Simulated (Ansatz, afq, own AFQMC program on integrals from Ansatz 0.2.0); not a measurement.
## Where AFQMC and coupled cluster stand for BGeH⁺, quartet

```xyz
3

Ge    0.0000    0.0000    1.6897
B     0.0000    0.0000   -0.2506
H     0.0000    0.0000   -1.4391
```

Connectivity, by distances: Ge–BH.

Basis cc-pVDZ. Only valence electrons are correlated. AFQMC by an in-house program on the Cholesky factors that Ansatz 0.2.0 writes for its CCSD(T) run. ph-AFQMC/CISD is guided by a CISD state made of CCSD amplitudes; releasing the constraint for a short imaginary time cuts its bias at the price of noise, slowly where states lie close. Error bars are statistical, one sigma. No spin–orbit coupling.

Determinant: UHF, the one that the program's search chose, which needn't be the lowest solution. The geometry is a PBE0/def2-TZVP stationary point of this or a neighbouring charge and spin state.

No full CI on the walks' own integrals is used here; CCSDT(Q) serves as the reference and is uncertain by about the last step of the cluster series.

Cautions: no relativity below Rb; no spin-orbit coupling; inner d shell frozen; another spin lies lower (by 667 meV).

- T1 diagnostic: 0.0355
- weight of the determinant in the CISD state: 0.891
- ⟨S²⟩ of the determinant: 3.757
- size of the correlated space: 7 electrons in 31 orbitals

```json
{"level": "MP2", "correlation energy (eV)": "-2.7841"}
{"level": "CCSD", "correlation energy (eV)": "-3.4893"}
{"level": "CCSD(T)", "correlation energy (eV)": "-3.6384"}
```

Question: Estimate where AFQMC with the constraint released lies against CCSD(T) on the same integrals.

Answer: 48.6 ± 10.7 meV below CCSD(T).

Reference: CCSDT(Q), correlation energy -3.686 eV. The released energy is read at 1.50 1/Eh (meV from the phaseless value at times in 1/Eh: -17 ± 11 at 0.24, -28 ± 10 at 0.50, -53 ± 10 at 1.00, -57 ± 11 at 1.50).

```
         level  E − E(reference) (meV)  share of correlation (%)
       CCSD(T)                    47.9                     98.70
         CCSDT                     9.4                     99.74
 ph-AFQMC/CISD              56.3 ± 7.8                     98.47
released AFQMC             -0.7 ± 10.7                    100.02
```

A walk keeps the symmetry of its determinant, which the program's search chose and which needn't be the lowest solution, so a lower state of the same spin and another symmetry isn't excluded. Released energies are given only where the last usable release times agree within the noise; a slower fall can still hide under it.
